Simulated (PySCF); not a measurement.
Compound: C3H5NO.
SMILES with atom numbers: `[CH3:1]/[N:2]=[CH:3]/[CH:4]=[O:5]` (hydrogens: H6, H7, H8 on C1; H9 on C3; H10 on C4)

The same species was optimised twice, with GFN2-xTB and with PBE0-D3(BJ)/def2-SVP (PySCF), and the same property calculations (PySCF, gas phase) were run on both structures.

```tsv
coordinate	GFN2-xTB	PBE0-D3(BJ)/def2-SVP	change
C4–H10 (Å)	1.104	1.118	+0.014
C3–C4 (Å)	1.473	1.486	+0.013
C1–N2 (Å)	1.419	1.431	+0.012
C1–H8 (Å)	1.091	1.102	+0.011
C1–H6 (Å)	1.091	1.102	+0.011
C3–H9 (Å)	1.098	1.109	+0.011
C1–H7 (Å)	1.098	1.107	+0.009
N2=C3 (Å)	1.260	1.267	+0.007
C4=O5 (Å)	1.202	1.203	+0.001
C1–N2–C3 (°)	121.3	119.3	-2.0
N2–C1–H8 (°)	107.8	108.9	+1.1
C3–C4–O5 (°)	124.4	123.3	-1.1
H6–C1–H8 (°)	107.0	105.9	-1.1
N2–C1–H6 (°)	107.8	108.9	+1.1
H6–C1–H7 (°)	109.9	109.1	-0.8
H7–C1–H8 (°)	110.0	109.2	-0.8
O5–C4–H10 (°)	122.5	123.2	+0.7
N2–C3–C4–O5 (°)	180	180	0
```

Rotational constants: A = 37310, B = 2341, C = 2233 MHz (GFN2-xTB) against A = 35741, B = 2335, C = 2222 MHz (PBE0-D3(BJ)/def2-SVP). Point groups within 0.08 Å: Cs and Cs.

On the GFN2-xTB structure: lowest singlet, TDDFT (eV) 3.39 [PBE0/def2-SVPD]; lowest triplet, Tamm–Dancoff (eV) 2.78 [PBE0/def2-SVPD]; isotropic polarisability (au) 51.2 [PBE0/def2-SVPD]; HOMO (eV) -7.66 [PBE0/def2-SVPD]; LUMO (eV) -2.29 [PBE0/def2-SVPD]; dipole (D) 3.22 [PBE0/def2-SVPD]; HOMO (eV) -7.56 [PBE0/pcSseg-1]; LUMO (eV) -2.16 [PBE0/pcSseg-1]; dipole (D) 3.21 [PBE0/pcSseg-1]; GIAO shielding of C1 (ppm) 134.3 [PBE0/pcSseg-1]; GIAO shielding of N2 (ppm) -182.8 [PBE0/pcSseg-1]; GIAO shielding of C3 (ppm) 20.0 [PBE0/pcSseg-1]; GIAO shielding of C4 (ppm) -13.5 [PBE0/pcSseg-1]; GIAO shielding of O5 (ppm) -394.7 [PBE0/pcSseg-1].

Problem. What do these properties become on the PBE0-D3(BJ)/def2-SVP structure?

Solution. 
```json
{"property": "lowest singlet, TDDFT (eV)", "level": "PBE0/def2-SVPD", "on GFN2-xTB": "3.39", "on PBE0-D3(BJ)/def2-SVP": "3.41", "change": "+0.02"}
{"property": "lowest triplet, Tamm–Dancoff (eV)", "level": "PBE0/def2-SVPD", "on GFN2-xTB": "2.78", "on PBE0-D3(BJ)/def2-SVP": "2.81", "change": "+0.03"}
{"property": "isotropic polarisability (au)", "level": "PBE0/def2-SVPD", "on GFN2-xTB": "51.2", "on PBE0-D3(BJ)/def2-SVP": "51.8", "change": "+0.6"}
{"property": "HOMO (eV)", "level": "PBE0/def2-SVPD", "on GFN2-xTB": "-7.66", "on PBE0-D3(BJ)/def2-SVP": "-7.70", "change": "-0.04"}
{"property": "LUMO (eV)", "level": "PBE0/def2-SVPD", "on GFN2-xTB": "-2.29", "on PBE0-D3(BJ)/def2-SVP": "-2.31", "change": "-0.02"}
{"property": "dipole (D)", "level": "PBE0/def2-SVPD", "on GFN2-xTB": "3.22", "on PBE0-D3(BJ)/def2-SVP": "3.12", "change": "-0.10"}
{"property": "energy, GFN2-xTB geometry as zero (kcal/mol)", "level": "PBE0/def2-SVPD", "on GFN2-xTB": "0.0", "on PBE0-D3(BJ)/def2-SVP": "-0.5", "change": "-0.5"}
{"property": "HOMO (eV)", "level": "PBE0/pcSseg-1", "on GFN2-xTB": "-7.56", "on PBE0-D3(BJ)/def2-SVP": "-7.61", "change": "-0.05"}
{"property": "LUMO (eV)", "level": "PBE0/pcSseg-1", "on GFN2-xTB": "-2.16", "on PBE0-D3(BJ)/def2-SVP": "-2.18", "change": "-0.02"}
{"property": "dipole (D)", "level": "PBE0/pcSseg-1", "on GFN2-xTB": "3.21", "on PBE0-D3(BJ)/def2-SVP": "3.11", "change": "-0.10"}
{"property": "energy, GFN2-xTB geometry as zero (kcal/mol)", "level": "PBE0/pcSseg-1", "on GFN2-xTB": "0.0", "on PBE0-D3(BJ)/def2-SVP": "-0.3", "change": "-0.3"}
{"property": "GIAO shielding of C1 (ppm)", "level": "PBE0/pcSseg-1", "on GFN2-xTB": "134.3", "on PBE0-D3(BJ)/def2-SVP": "132.2", "change": "-2.1"}
{"property": "GIAO shielding of N2 (ppm)", "level": "PBE0/pcSseg-1", "on GFN2-xTB": "-182.8", "on PBE0-D3(BJ)/def2-SVP": "-178.5", "change": "+4.3"}
{"property": "GIAO shielding of C3 (ppm)", "level": "PBE0/pcSseg-1", "on GFN2-xTB": "20.0", "on PBE0-D3(BJ)/def2-SVP": "16.2", "change": "-3.8"}
{"property": "GIAO shielding of C4 (ppm)", "level": "PBE0/pcSseg-1", "on GFN2-xTB": "-13.5", "on PBE0-D3(BJ)/def2-SVP": "-13.7", "change": "-0.2"}
{"property": "GIAO shielding of O5 (ppm)", "level": "PBE0/pcSseg-1", "on GFN2-xTB": "-394.7", "on PBE0-D3(BJ)/def2-SVP": "-394.1", "change": "+0.6"}
```

The heavy atoms differ by 0.017 Å rms after alignment. Among all bonds C3–C4 and C4–H10 change most and about equally (+0.013 to +0.014 Å). Changes are differences of the printed values. Neither structure is proved a minimum here.

Conformer computed: `[CH3:1]/[N:2]=[CH:3]/[CH:4]=[O:5]`: N2–C3–C4–O5 180°.
